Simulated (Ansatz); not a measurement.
**Relative stability**

Two isomers of CH$_{4}$AlS (charge -1), closed shell, relaxed at PBE0-D4/def2-TZVPD (vibrations not checked).

A:

| atom | x (Å) | y (Å) | z (Å) |
| --- | --- | --- | --- |
| C1 | -0.7930 | 0.5348 | -0.9162 |
| Al2 | -0.1788 | 0.0467 | 0.7326 |
| S3 | 1.7539 | -1.1091 | 1.1060 |
| H4 | -1.7250 | 1.0878 | -1.0477 |
| H5 | -0.2974 | 0.3213 | -1.8641 |
| H6 | -0.8281 | 0.3103 | 2.1867 |
| H7 | 2.0685 | -1.1918 | -0.1974 |

B:

C1  (-0.751, 0.505, -0.233)
Al2  (0.865, -0.560, 0.247)
S3  (0.970, -2.091, 1.665)
H4  (-0.582, 1.574, -0.047)
H5  (-1.635, 0.196, 0.333)
H6  (-0.978, 0.409, -1.303)
H7  (2.112, -0.032, -0.662)
(Å)

Computed with Ansatz 0.2.0 (basis: def2-TZVPPD); correlated methods freeze the cores. B3LYP uses VWN-RPA correlation.

Question: Which structure is lower at CCSD(T), and by how much? (Judge from chemistry; the value comes from the calculation.)

Answer: The calculation gives: B, by 1.638 eV (electronic energy, against the other). By their contacts, A is CH₄AlS ([CH2][AlH][SH]), total charge -1 and B is CH₄AlS ([CH3][AlH][S]), total charge -1.

All methods give the same order:

```csv
method,E(B) − E(A) (eV)
PBE-D4,-1.613
r2SCAN-D4,-1.692
PBE0-D4,-1.703
B3LYP-D4,-1.671
wB97M-V,-1.692
HF,-1.876
MP2,-1.682
CCSD,-1.674
CCSD(T),-1.638
```

T1 diagnostic: at most 0.014.

Labels in which every atom is bracketed show which atoms are joined, not bond orders.
